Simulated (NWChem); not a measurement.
# C2H3F3 (1,1,2-trifluoroethane) at B3LYP/6-31G(d) (spherical functions)

Aim: the vertical ionisation energy of C2H3F3 (1,1,2-trifluoroethane) at B3LYP/6-31G* (spherical functions), from 2 runs. 

Program for the calculation: NWChem 7.3.0.

### 1 The structure to begin with

C2H3F3 has 8 atoms, charge 0, and is taken as a singlet. As SMILES, `FCC(F)F`. The shape is that of a PBE0-D4/def2-TZVP optimisation. This is one conformer, not always the lowest.

Bond lengths: F1–C2 1.372 Å, C2–C3 1.509 Å, C3–F4 1.352 Å, C3–F5 1.356 Å, C2–H6 1.093 Å, C2–H7 1.093 Å, C3–H8 1.095 Å. Some angles: F1–C2–C3 109.3°, C2–C3–F4 110.4°, C2–C3–F5 108.3°, F4–C3–F5 107.9°, F1–C2–H6 109.4°, F1–C2–H7 109.2°, C3–C2–H6 109.5°, C3–C2–H7 109.4°, C2–C3–H8 113.0°, F4–C3–H8 108.2°.

### 2 The energy at B3LYP/6-31G(d) (spherical functions)

c2h3f3.nw

```
echo
start c2h3f3
memory total 2200 mb

geometry noautosym nocenter noautoz
F    -1.142800   -0.681000    1.163100
C    -0.188200    0.195100    0.711800
C     0.172900   -0.152400   -0.711300
F     0.824200   -1.335800   -0.756500
F     1.011700    0.803600   -1.182200
H     0.701700    0.118900    1.342500
H    -0.588500    1.211500    0.747300
H    -0.698800   -0.217000   -1.370500
end

basis spherical bse
* library 6-31G*
end

dft
xc b3lyp
mult 1
grid fine
convergence energy 1e-08
maxiter 100
mulliken
print low
end

task dft energy
```

Started as:

```bash
$ nwchem c2h3f3.nw > c2h3f3.out
```

Standard output:

```text
[...]
 d= 0,ls=0.0,diis     1   -377.3792814964 -5.69D+02  1.82D-02  1.25D+00     1.0
[...]
 d= 0,ls=0.0,diis     8   -377.5155981116 -2.60D-09  2.92D-06  1.62D-07     6.3
         Total DFT energy =     -377.515598111617
      One electron energy =     -903.049928212335
           Coulomb energy =      377.636743946919
    Exchange-Corr. energy =      -43.462213293259
 Nuclear repulsion energy =      191.359799447058
[...]
      Total Density - Mulliken Population Analysis
     ---------------------------------------------
    Atom       Charge   Shell Charges
 -----------   ------   -------------------------------------------------------
    1 F    9     9.33   2.00  0.93  3.31  1.04  2.03  0.02
    2 C    6     5.98   2.00  0.69  2.04  0.50  0.68  0.07
    3 C    6     5.51   2.00  0.71  1.92  0.33  0.44  0.11
    4 F    9     9.30   2.00  0.93  3.31  1.03  2.01  0.02
    5 F    9     9.31   2.00  0.93  3.31  1.03  2.02  0.02
    6 H    1     0.84   0.54  0.31
    7 H    1     0.85   0.54  0.32
    8 H    1     0.87   0.55  0.33
[...]
```

Wall time 6.9 s (1 thread of Intel Xeon 6975P-C (Granite Rapids), shared host); peak memory 0.11 GiB.

### 3 The doublet cation, same level

nw.nw

```
start nw
title "C2H3F3 energy"
memory total 2200 mb
charge 1

geometry units angstroms noautosym nocenter noautoz
   F     -1.142800    -0.681000     1.163100
   C     -0.188200     0.195100     0.711800
   C      0.172900    -0.152400    -0.711300
   F      0.824200    -1.335800    -0.756500
   F      1.011700     0.803600    -1.182200
   H      0.701700     0.118900     1.342500
   H     -0.588500     1.211500     0.747300
   H     -0.698800    -0.217000    -1.370500
end

basis spherical bse
   * library 6-31G*
end

dft
   xc b3lyp
   mult 2
   grid fine
   convergence energy 1e-08
   maxiter 100
   mulliken
   noprint "final vectors analysis"
end

task dft energy
```

Started as:

```bash
$ nwchem nw.nw > nw.out
```

Standard output:

```text
[...]
          Wavefunction type:  spin polarized.
          No. of atoms     :     8
          No. of electrons :    41
[...]
          Charge           :     1
          Spin multiplicity:     2
[...]
          AO basis - number of functions:    76
[...]
              XC Information
              --------------
                         B3LYP Method XC Potential
                     Hartree-Fock (Exact) Exchange  0.200
                        Slater Exchange Functional  0.800 local
                    Becke 1988 Exchange Functional  0.720 non-local
              Lee-Yang-Parr Correlation Functional  0.810
                  VWN I RPA Correlation Functional  0.190 local
[...]
 d= 0,ls=0.0,diis     1   -376.7868653661 -5.68D+02  1.46D-02  6.93D-01     1.3
[...]
 d= 0,ls=0.0,diis    17   -377.0790975442 -2.26D-09  2.75D-07  1.03D-09    19.5
[...]
         Total DFT energy =     -377.079097544216
      One electron energy =     -890.753585056731
           Coulomb energy =      365.275613372827
    Exchange-Corr. energy =      -42.960925307370
 Nuclear repulsion energy =      191.359799447058
[...]
      Total Density - Mulliken Population Analysis
     ---------------------------------------------
    Atom       Charge   Shell Charges
 -----------   ------   -------------------------------------------------------
    1 F    9     9.13   2.00  0.96  3.26  1.03  1.87  0.02
    2 C    6     6.00   2.00  0.72  2.02  0.55  0.65  0.07
    3 C    6     5.51   2.00  0.73  1.89  0.35  0.43  0.11
    4 F    9     9.13   2.00  0.96  3.27  1.02  1.86  0.02
    5 F    9     9.15   2.00  0.96  3.27  1.03  1.88  0.02
    6 H    1     0.69   0.51  0.19
    7 H    1     0.71   0.51  0.20
    8 H    1     0.68   0.50  0.18
[...]
      <S2> =      0.7523 (Exact =     0.7500)
[...]
```

Run time: 20 s. Hardware: 1 thread of Intel Xeon 6975P-C (Granite Rapids), shared host; peak memory 0.11 GiB.

### 4 Outcome

At B3LYP/6-31G* (spherical functions):

| quantity | value |
| --- | --- |
| singlet C2H3F3: total energy | -377.51560 Eh |
| doublet cation: total energy | -377.07910 Eh |
| doublet cation: ⟨S²⟩ | 0.752 |
| vertical ionisation energy (to the doublet cation) | 11.878 eV |

**Reading.** Removing an electron at fixed nuclei costs 11.88 eV (1146 kJ/mol). Mulliken charges (singlet C2H3F3) run from -0.33 on F1 to +0.49 on C3; they depend strongly on the basis. Mulliken charges (doublet cation) run from -0.15 on F5 to +0.49 on C3.
